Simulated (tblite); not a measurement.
Species: C4H7 (doublet state).
SMILES with atom numbers: `[CH3:1]/[C:2]=[CH:3]\[CH3:4]` (hydrogens: H5, H6, H7 on C1; H8 on C3; H9, H10, H11 on C4)

Computed geometry: GFN2-xTB, gas phase. This method treats the open shell by occupation alone, without spin polarisation.

(1) List the bond lengths, angles and torsions at this level.

Answers

(1) 
| bond | length (Å) | order |
| --- | --- | --- |
| C1–C2 | 1.455 | single |
| C2=C3 | 1.294 | double |
| C3–C4 | 1.519 | single |
| C1–H5, C1–H6, C1–H7 | 1.093 | single |
| C3–H8 | 1.086 | single |
| C4–H9, C4–H10, C4–H11 | 1.088 | single |

Bonds in one row agree within 0.01 Å and their mean is given. Orders are formal, as drawn. A selection of angles:
| angle | degrees |
| --- | --- |
| C2–C1–H5 | 111.8 |
| C2–C1–H6 | 110.2 |
| H5–C1–H6 | 108.0 |
| C1–C2–C3 | 143.8 |
| C2–C3–C4 | 126.6 |
| C2–C3–H8 | 120.2 |
| C4–C3–H8 | 113.2 |
| C3–C4–H9 | 110.7 |
| C3–C4–H10 | 109.6 |
| H9–C4–H10 | 109.2 |
| H10–C4–H11 | 108.5 |

Dihedral angles: C1–C2–C3–C4 0° (synperiplanar). The mirror-image conformer, all signs reversed, is as good.

C3 (carbon bonded to 2 C and H) is planar (angles 126.6°, 120.2° and 113.2°, sum 360.0°, 0.00 Å off the plane of its three neighbours). The 3 C–C bonds span 1.294 Å (C2=C3, drawn double) to 1.519 Å (C3–C4, drawn single), a spread of 0.225 Å. The 4 heavy atoms lie in one plane (0.000 Å rms).

Point group: near Cs, missed by 0.08 Å at most; the miss may be what the optimiser left on a soft mode. Its GFN2-xTB frequencies are all real (lowest 62 cm⁻¹). 2 starts were optimised and ended at 0.00 and 0.02 kcal/mol (GFN2-xTB); the lowest of these is shown.
